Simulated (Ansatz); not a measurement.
# SiHMe2(SiH3) (C₂H₁₀Si₂): geometry, orbitals and charge

Aim: characterise SiHMe2(SiH3) (C₂H₁₀Si₂) as a singlet: its structure, frontier levels and distribution of charge.

The runs use Ansatz 0.2.0, Gaussian basis; RKS PBE0-D4/def2-TZVP.

Plan: relaxation at PBE-D4/def2-SVP; a search for the lowest solution at PBE0-D4/def2-SVP; a single point at PBE0-D4/def2-TZVP.

## (1) Starting geometry

14 atoms, charge 0, spin multiplicity 1.

Atoms are counted from 1 here; the program's logs count them from 0.

Bond lengths: Si1–H2 1.479 Å, Si1–C3 1.907 Å, Si1–C7 1.907 Å, Si1–Si11 2.318 Å, C3–H4 1.086 Å, C3–H5 1.087 Å, C3–H6 1.087 Å, C7–H8 1.086 Å, C7–H9 1.087 Å, C7–H10 1.086 Å, Si11–H12 1.466 Å, Si11–H13 1.468 Å, Si11–H14 1.466 Å. Angles: H2–Si1–C3 106.8°, H2–Si1–C7 106.8°, H2–Si1–Si11 112.8°, C3–Si1–C7 107.5°, C3–Si1–Si11 111.3°, C7–Si1–Si11 111.3°, Si1–C3–H4 111.2°, Si1–C3–H5 111.7°, Si1–C3–H6 111.3°, H4–C3–H5 107.5°, H4–C3–H6 107.4°, H5–C3–H6 107.5°, Si1–C7–H8 111.2°, Si1–C7–H9 111.3°, Si1–C7–H10 111.8°, H8–C7–H9 107.4°, H8–C7–H10 107.5°, H9–C7–H10 107.5° and more.

The start is a GFN2-xTB geometry.

## (2) Relaxation at PBE-D4/def2-SVP

The input, in.yaml:

```yaml
crystal:
  periodic: [false, false, false]
  atoms:
    - {symbol: Si, position_ang: [0.058280, 0.095870, 0.556390]}
    - {symbol: H, position_ang: [0.114350, 0.178880, 2.031720]}
    - {symbol: C, position_ang: [1.859510, 0.149290, -0.066660]}
    - {symbol: H, position_ang: [2.419430, -0.715270, 0.278120]}
    - {symbol: H, position_ang: [2.380160, 1.036560, 0.283110]}
    - {symbol: H, position_ang: [1.902310, 0.152940, -1.152810]}
    - {symbol: C, position_ang: [-0.807790, 1.681600, -0.052610]}
    - {symbol: H, position_ang: [-1.828980, 1.736010, 0.313510]}
    - {symbol: H, position_ang: [-0.848960, 1.717290, -1.138230]}
    - {symbol: H, position_ang: [-0.292140, 2.576850, 0.283710]}
    - {symbol: Si, position_ang: [-1.037640, -1.802840, -0.196860]}
    - {symbol: H, position_ang: [-0.473390, -3.036100, 0.360520]}
    - {symbol: H, position_ang: [-0.984030, -1.961800, -1.654990]}
    - {symbol: H, position_ang: [-2.461110, -1.809270, 0.155080]}
basis:
  gaussian: {orbitals: def2-SVP}
hamiltonian: {xc: pbe, dispersion: d4}
scf: {lower_state_search: "off"}
output: {orbitals: {seedname: orbitals}}
relax: {f_tol: 0.02, max_steps: 100}
```

Run with:

```console
> ansatz run in.yaml --threads 4 --pin off --events-out ev --progress --plain --max-ram 3916MiB
```

What it wrote, cut to the lines that bear on the results:

```text
Functional definition: PBE
  name "PBE"
  cite "Perdew, Burke & Ernzerhof, Phys. Rev. Lett. 77, 3865 (1996) doi:10.1103/PhysRevLett.77.3865"
  parent pbe
[...]
1288 factors; their error is unknown
[...]
mean field -17974.28917927 eV, -660.5429439274 hartree, gradient 1.4e-6 eV, S^2 0.000000; 0 other end points of the search recorded, 0 dependent functions left out
[...]
reference -17974.28921941 eV, -660.5429454024 hartree; 25, 25 occupied and 89, 89 virtual orbitals, 1288 factors
relax step   1: F+E_penalty+E_count = -17974.57961441 eV  Δ(F+E_penalty+E_count) = +0.000e0 eV  max|allowed force component| = 9.203e-1 eV/Å  Δτ_max = 0.0000 Å  (18 SCF iters, accepted)
[...]
relax step   3: F+E_penalty+E_count = -17974.73274276 eV  Δ(F+E_penalty+E_count) = -1.328e-2 eV  max|allowed force component| = 6.223e-2 eV/Å  Δτ_max = 0.0506 Å  (18 SCF iters, accepted)
[...]
relax step   4: F+E_penalty+E_count = -17974.73385470 eV  Δ(F+E_penalty+E_count) = -1.112e-3 eV  max|allowed force component| = 1.684e-2 eV/Å  Δτ_max = 0.0321 Å  (18 SCF iters, accepted)
Total energy: -17974.73389524 eV, -660.5592869379 hartree
Atom 0 at     0.082956     0.143510     0.548718 Å, force    -0.003216    -0.004458     0.013373 eV/Å
Atom 1 at     0.077947     0.135443     2.059559 Å, force    -0.001992    -0.002081     0.003919 eV/Å
Atom 2 at     1.876745     0.127986    -0.066495 Å, force     0.014513    -0.011719    -0.003001 eV/Å
Atom 3 at     2.421463    -0.762717     0.307106 Å, force    -0.003190     0.006310    -0.002389 eV/Å
Atom 4 at     2.417798     1.031787     0.282254 Å, force    -0.000224     0.001715     0.000778 eV/Å
Atom 5 at     1.913079     0.111932    -1.174954 Å, force     0.000221     0.000520    -0.000067 eV/Å
Atom 6 at    -0.830235     1.688255    -0.064576 Å, force    -0.016837     0.006898    -0.003842 eV/Å
Atom 7 at    -1.871107     1.714708     0.316930 Å, force     0.007330     0.000621    -0.004351 eV/Å
Atom 8 at    -0.870550     1.710883    -1.172752 Å, force     0.001236     0.000460    -0.001274 eV/Å
Atom 9 at    -0.315485     2.609092     0.279447 Å, force     0.001730     0.000673    -0.000005 eV/Å
Atom 10 at    -1.033986    -1.794919    -0.192661 Å, force     0.002210     0.003096    -0.005133 eV/Å
Atom 11 at    -0.403930    -3.046486     0.364452 Å, force     0.002907    -0.000645    -0.000703 eV/Å
Atom 12 at    -0.977881    -1.884801    -1.698479 Å, force    -0.003833    -0.000565    -0.001200 eV/Å
Atom 13 at    -2.486816    -1.784663     0.211453 Å, force    -0.000855    -0.000825     0.003895 eV/Å
Dipole moment:     0.122206     0.211972    -0.059187 e Å
Checks for a lower state left out: stability, starts, cluster_reference, orbital_swaps, neighbouring_geometries, increment
```

Run time: 10 s. Hardware: 4 threads of Intel Xeon at 2.50GHz, shared host.

The steps of the relaxation:

| step | energy from step 1 (eV) | largest force component (eV/Å) |
| --- | --- | --- |
| 1 | 0.0000 | 0.9203 |
| 2 | -0.1399 | 0.2789 |
| 3 | -0.1531 | 0.0622 |
| 4 | -0.1542 | 0.0168 |

Close pairs (by a distance rule), those that changed most:

| bond | before (Å) | after (Å) | change (Å) |
| --- | --- | --- | --- |
| Si11–H13 | 1.468 | 1.510 | +0.042 |
| Si11–H14 | 1.466 | 1.508 | +0.042 |
| Si11–H12 | 1.466 | 1.508 | +0.042 |
| Si1–Si11 | 2.318 | 2.357 | +0.039 |
| Si1–H2 | 1.479 | 1.511 | +0.032 |
| C7–H10 | 1.086 | 1.110 | +0.023 |
| C3–H5 | 1.087 | 1.110 | +0.023 |
| C7–H8 | 1.086 | 1.109 | +0.023 |

Bonds by kind at the end (by distance):

| bond | count | shortest (Å) | longest (Å) |
| --- | --- | --- | --- |
| C–Si | 2 | 1.896 | 1.896 |
| Si–Si | 1 | 2.357 | 2.357 |
| C–H | 6 | 1.109 | 1.110 |
| H–Si | 4 | 1.508 | 1.511 |

## (3) Searching for the lowest solution, PBE0-D4/def2-SVP

start.molden holds the orbitals of an earlier run on this state, given as this run's starting guess.

The input, in.yaml:

```yaml
crystal:
  periodic: [false, false, false]
  atoms:
    - {symbol: Si, position_ang: [0.082956, 0.143510, 0.548718]}
    - {symbol: H, position_ang: [0.077947, 0.135443, 2.059559]}
    - {symbol: C, position_ang: [1.876745, 0.127986, -0.066495]}
    - {symbol: H, position_ang: [2.421463, -0.762717, 0.307106]}
    - {symbol: H, position_ang: [2.417798, 1.031787, 0.282254]}
    - {symbol: H, position_ang: [1.913079, 0.111932, -1.174954]}
    - {symbol: C, position_ang: [-0.830235, 1.688255, -0.064576]}
    - {symbol: H, position_ang: [-1.871107, 1.714708, 0.316930]}
    - {symbol: H, position_ang: [-0.870550, 1.710883, -1.172752]}
    - {symbol: H, position_ang: [-0.315485, 2.609092, 0.279447]}
    - {symbol: Si, position_ang: [-1.033986, -1.794919, -0.192661]}
    - {symbol: H, position_ang: [-0.403930, -3.046486, 0.364452]}
    - {symbol: H, position_ang: [-0.977881, -1.884801, -1.698479]}
    - {symbol: H, position_ang: [-2.486816, -1.784663, 0.211453]}
basis:
  gaussian: {orbitals: def2-SVP, initial_orbitals: start.molden}
hamiltonian: {xc: pbe0, dispersion: d4}
output: {orbitals: {seedname: orbitals}}
```

Same command.

What it wrote:

```text
Functional definition: PBE0
  name "PBE0"
  cite "Adamo & Barone, J. Chem. Phys. 110, 6158 (1999) doi:10.1063/1.478522"
  cite "Perdew, Burke & Ernzerhof, Phys. Rev. Lett. 77, 3865 (1996) doi:10.1103/PhysRevLett.77.3865"
  parent pbe
  parameter a = 0.25
  parameter kappa = 0.804
  parameter beta = 0.06672455060314922
  exchange = (1 - a)*pbe_x(kappa = kappa, mu = beta*pi^2/3) + a*exact_x
  correlation = pbe_c(beta = beta)
1288 factors; their error is unknown
mean field evaluation 1: about -17976.6210 eV, gradient 5.9e0 eV
mean field evaluation 2: about -17976.6855 eV, gradient 6.2e-2 eV
mean field evaluation 4: about -17976.7708 eV, gradient 7.0e-5 eV
mean field evaluation 8: about -17976.6405 eV, gradient 3.6e0 eV
mean field evaluation 16: about -17976.7708 eV, gradient 1.7e-3 eV
mean field -17976.77079749 eV, -660.6341417150 hartree, gradient 7.5e-5 eV, S^2 0.000000; 1 other end points of the search recorded, 0 dependent functions left out
reference -17976.77082894 eV, -660.6341428707 hartree; 25, 25 occupied and 89, 89 virtual orbitals, 1288 factors
Total energy: -17977.01917019 eV, -660.6432692433 hartree
```

It took 4.4 s on 4 threads of Intel Xeon at 2.50GHz, shared host.

HOMO -7.78 eV, LUMO 0.67 eV.

## (4) Single point, PBE0-D4/def2-TZVP

Edit in.yaml of step 3 so:

```diff
@@ -18,4 +18,5 @@
 basis:
-  gaussian: {orbitals: def2-SVP, initial_orbitals: start.molden}
+  gaussian: {orbitals: def2-TZVP, initial_orbitals: start.molden}
 hamiltonian: {xc: pbe0, dispersion: d4}
+scf: {omitted_lower_state_checks: [starts]}
 output: {orbitals: {seedname: orbitals}}
```

Same command.

What it wrote:

```text
Functional definition: PBE0
  name "PBE0"
  cite "Adamo & Barone, J. Chem. Phys. 110, 6158 (1999) doi:10.1063/1.478522"
  cite "Perdew, Burke & Ernzerhof, Phys. Rev. Lett. 77, 3865 (1996) doi:10.1103/PhysRevLett.77.3865"
  parent pbe
  parameter a = 0.25
  parameter kappa = 0.804
  parameter beta = 0.06672455060314922
  exchange = (1 - a)*pbe_x(kappa = kappa, mu = beta*pi^2/3) + a*exact_x
  correlation = pbe_c(beta = beta)
these checks for a lower state are left out or cut short: starts
1336 factors; their error is unknown
mean field evaluation 1: about -17982.4457 eV, gradient 1.1e2 eV
mean field evaluation 2: about -17984.5576 eV, gradient 2.4e0 eV
mean field evaluation 4: about -17984.6275 eV, gradient 3.1e-1 eV
mean field evaluation 8: about -17984.6276 eV, gradient 7.2e-6 eV
mean field -17984.62760810 eV, -660.9228741793 hartree, gradient 7.2e-6 eV, S^2 0.000000; 0 other end points of the search recorded, 0 dependent functions left out
reference -17984.62764605 eV, -660.9228755738 hartree; 25, 25 occupied and 171, 171 virtual orbitals, 1336 factors
Total energy: -17984.87598730 eV, -660.9320019465 hartree
Checks for a lower state left out: starts
```

It took 5.5 s on 4 threads of Intel Xeon at 2.50GHz, shared host.

From the report: HOMO -7.75 eV, LUMO 0.35 eV.

Mulliken charges, from this run's orbitals:

Si1 0.22; H2 -0.03; C3 -0.49; H4 0.15; H5 0.14; H6 0.14; C7 -0.49; H8 0.15; H9 0.14; H10 0.14; Si11 0.00; H12 -0.02; H13 -0.02; H14 -0.02

Largest Mayer bond orders: Si1–C7 0.99; Si1–C3 0.99; Si1–Si11 0.98; C3–H4 0.95; C7–H8 0.95; C3–H5 0.95; C3–H6 0.95; C7–H9 0.95; C7–H10 0.95; Si11–H12 0.95.

## (5) Results

```
                       quantity                           value
                    point group                              C1
 commonest bond, hydrogen aside  C–Si, 2 of mean length 1.896 Å
HOMO, LUMO at PBE0-D4/def2-TZVP                  -7.75, 0.35 eV
      dipole at PBE-D4/def2-SVP                          1.21 D
```

The molecule keeps its bonding pattern by the stored test; the atoms moved 0.05 Å (rms). No usable vibrations, so a minimum isn't proven. The point group is read from a loosely relaxed geometry; soft torsions can leave it below the true symmetry.
